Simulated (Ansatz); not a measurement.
A calculation on fcc Pd returned lattice constant a 3.909 Å, bulk modulus 175 GPa.

For reference: lattice constant a 3.876 Å (measured, static lattice: zero-point anharmonic expansion removed; as tabulated in Mejia-Rodriguez and Trickey (2018), arXiv:1807.09216); bulk modulus 195 GPa (measured, zero-point energy and finite temperature contributions removed, our sources range from 187 to 198; as tabulated in doi:10.1021/acs.jctc.3c00612).

### Question
Which level of theory produced these numbers?
A) HSE06 (Ansatz (a quantum-chemistry and plane-wave program))
B) B3LYP (VWN-RPA form) (Ansatz)
C) rVV10 (Ansatz)
D) PBEsol-D3(BJ) (Ansatz)

### Answer
A, HSE06 (Ansatz)

The others give: rVV10 3.976 Å, 163 GPa; B3LYP (VWN-RPA form) 3.988 Å, 144 GPa; PBEsol-D3(BJ) 3.832 Å, 229 GPa.

Unless a cell is named, each level is at its own relaxed cell (B3LYP (VWN-RPA form) 15.86, HSE06 14.93, PBEsol-D3(BJ) 14.07, rVV10 15.71 Å³/atom).

The crystal itself was run without spin with rVV10, B3LYP (VWN-RPA form), PBEsol-D3(BJ), HSE06; a magnetic state was not tried in these runs.

Ansatz's density-functional and Hartree–Fock values are scalar-relativistic unless marked +SOC, with PAW data made under PBE.
